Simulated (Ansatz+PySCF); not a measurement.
Results of a calculation; reference values are marked as such.
A run of PySCF 2.14.0 on singlet CH3(+) at this shape:

```xyz
4

C     0.0000    0.0000    0.0000
H     1.1924    0.0000    0.0000
H    -0.5962    1.0326    0.0000
H    -0.5962   -1.0326    0.0000
```

Its results:

```yaml
Converged: yes
Reference_energy: -39.18325 hartree
Correlation_energy: -0.11075 hartree
Total_energy: -39.29400 hartree
```

(1) Which input gives this output? Name the method, the orbitals and the basis set, and write the input.

Results:

(1) RHF-MP2 in def2-SVP. An unrestricted run that stays on the closed shell gives the same numbers.

```python
from pyscf import gto, scf, mp

mol = gto.M(atom="""
C 0.000000 0.000000 0.000000
H 1.192390 0.000000 0.000000
H -0.596200 1.032640 0.000000
H -0.596200 -1.032640 0.000000
""", basis='def2-svp', charge=1, spin=0)
mf = scf.RHF(mol)
mf.kernel()
pt = mp.MP2(mf, frozen=1).run()
print(mf.e_tot, pt.e_corr, pt.e_tot)
```
